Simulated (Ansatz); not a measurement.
Isomers

Structures of CH$_{4}$MgS, closed shell, relaxed at PBE0-D4/def2-TZVP (vibrations not checked; lower isomers may exist, and structures with a doubtful reference or unclear bonds are left out). Program: Ansatz 0.2.0. Basis: def2-TZVPP. Cores are frozen in the correlated methods. The outer core shell of Li, Na, Mg and K is correlated. The def2 sets are not built for correlating such inner shells, so the correlated values are less sure here. B3LYP uses VWN-RPA correlation.

Rank them by CCSD(T) energy, lowest first, and give each one's height above the lowest. Links in brackets join atoms within 1.22 times the sum of their covalent radii (1.1 for two metals). (Judge from chemistry; the value comes from the calculation.)
A.
CH₄MgS ([CH3][S][MgH])
```
7
angstrom
C -0.8438 0.8240 -0.1141
S -0.3114 -0.2831 1.2384
Mg 1.4266 -1.4634 0.3191
H -1.1968 0.2669 -0.9818
H -0.0512 1.5081 -0.4170
H -1.6748 1.4174 0.2674
H 2.7126 -2.3380 -0.3577
```
B.
CH₄MgS ([CH2]1[MgH][SH]1)
```
7
angstrom
Mg -1.2145 -0.1225 -0.6998
C 0.0944 0.0598 0.9010
S 1.4081 -0.5064 -0.2795
H -2.3108 -0.2229 -1.9947
H 0.0341 -0.7685 1.6135
H 0.4501 0.9315 1.4485
H 1.5386 0.6289 -0.9891
```
C.
a complex of CH₄S ([CH3][SH]) + Mg
```
7
angstrom
Mg -1.8732 -0.0676 -1.7789
C 0.4544 0.1789 1.2948
S 1.2595 -0.4668 -0.1859
H -0.4515 0.7350 1.0463
H 0.1762 -0.6890 1.8927
H 1.1350 0.8006 1.8742
H 1.5491 0.7157 -0.7519
```

By the calculation: A (0.000 eV), C (0.701 eV), B (1.235 eV). Heights count from the lowest.

Do PBE-D4, r2SCAN-D4, PBE0-D4, B3LYP-D4, wB97M-V, HF, MP2 give the same order? (Judge from chemistry; the calculation decides.)

By the calculation: All do.

The T1 diagnostic stays at or below 0.010.

For scale, one of the runs: CCSD(T)/def2-TZVPP, 161 basis functions, launched by `ansatz run in.yaml --threads 2 --pin off --events-out ev --progress --plain --max-ram 4352MiB`. Hardware: 2 CPU threads of an Arm Neoverse V2, shared host. Wall time 31 s; peak host memory 1.3 GiB.
